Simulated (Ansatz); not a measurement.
Reaction (hydrogenolysis of a C–F bond): `FCCOCF` + H₂ → `CCOCF` + H–F

Gas-phase electronic energies from Ansatz, PBE0-D4/def2-TZVP geometries. CBS: MP2 limit from def2 TZ/QZ plus the TZ coupled-cluster correction, frozen cores. This one scheme is used for every species. DFT in def2-TZVPP. Each species was taken in one conformer, which may not be the lowest.

`FCCOCF`:

Cartesian coordinates in Å:
```
F 0.893 1.963 1.154
C 1.222 1.293 -0.007
C 0.569 -0.055 -0.044
O -0.821 0.111 -0.236
C -1.563 -1.006 0.010
F -1.339 -1.975 -0.951
H 0.892 1.901 -0.854
H 2.309 1.180 -0.039
H 1.002 -0.640 -0.864
H 0.761 -0.587 0.898
H -2.615 -0.721 -0.042
H -1.310 -1.465 0.975
```

H₂:

Z-matrix (Å, degrees):
```
H
H 1 0.746
```

`CCOCF`:

Cartesian coordinates in Å:
```
C -0.101 -0.697 -1.652
C 0.313 -0.413 -0.232
O -0.476 0.662 0.258
C -0.278 0.948 1.574
F 0.960 1.532 1.784
H 0.057 0.181 -2.280
H -1.156 -0.971 -1.701
H 0.490 -1.521 -2.058
H 1.374 -0.145 -0.180
H 0.157 -1.293 0.408
H -0.301 0.046 2.202
H -1.039 1.670 1.876
```

H–F:

Cartesian coordinates in Å:
```
F 0.241 -0.152 -0.361
H -0.241 0.152 0.361
```

| species | LC-ωPBE energy (Eh) |
| --- | --- |
| `FCCOCF` | -392.76822 |
| H₂ | -1.17817 |
| `CCOCF` | -293.54574 |
| H–F | -100.44042 |

Q: Work out ΔE.

A: ΔE = (-293.54574) + (-100.44042) − (-392.76822) − (-1.17817) = -0.03977 Eh = -104.4 kJ/mol. CCSD(T)/CBS gives -110.3 kJ/mol.

Largest T1 diagnostic among the species: 0.011.

In def2-TZVPP, CCSD(T) changes the Hartree–Fock value by −4.0 kJ/mol (the triples alone add +1.8 kJ/mol) and MP2 by −10.3 kJ/mol. Leaving LDA and LC-ωPBE aside and taking each functional with its dispersion term where it has one, the values, not all of them listed here, spread over 18.0 kJ/mol, from PBE-QIDH to BLYP-D4.
